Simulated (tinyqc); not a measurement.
Extended Hueckel theory, for PH2, step by step. One step of it, computed by the program tinyqc.

Problem. Mulliken analysis. P = C n C^T; charge = valence electrons (P 5, H 1) minus the sum of (P S)_ii on the atom; overlap population = 2 sum P_ij S_ij between two atoms.

coefficients, order 1P 3s, 1P 3px, 1P 3py, 1P 3pz, 2H 1s, 3H 1s:
```
[[0.629053, 0.000000, -0.514892, 0.000000, 0.000000, 0.968676],
 [0.000000, 0.000000, 0.000000, 1.000000, 0.000000, 0.000000],
 [0.000000, 0.596445, 0.000000, 0.000000, 1.112870, 0.000000],
 [0.136161, 0.000000, 0.811100, 0.000000, 0.000000, 0.899242],
 [0.314617, 0.380927, 0.126151, 0.000000, -0.848250, -0.922889],
 [0.314617, -0.380927, 0.126151, 0.000000, 0.848250, -0.922889]]
```

occupations: [2.000000, 2.000000, 2.000000, 1.000000, 0.000000, 0.000000]

overlap S, order 1P 3s, 1P 3px, 1P 3py, 1P 3pz, 2H 1s, 3H 1s:
```
[[1.000000, 0.000000, 0.000000, 0.000000, 0.393651, 0.393651],
 [0.000000, 1.000000, 0.000000, 0.000000, 0.000000, 0.000000],
 [0.000000, 0.000000, 1.000000, 0.000000, 0.414505, -0.414505],
 [0.000000, 0.000000, 0.000000, 1.000000, 0.354192, 0.354192],
 [0.393651, 0.000000, 0.414505, 0.354192, 1.000000, 0.078092],
 [0.393651, 0.000000, -0.414505, 0.354192, 0.078092, 1.000000]]
```

Give: charges; Overlap populations.

Solution.

charges: [-0.178, 0.089, 0.089]

Overlap populations:
```
pair      value
2-1    0.791718
3-1    0.791718
3-2   -0.009436
```
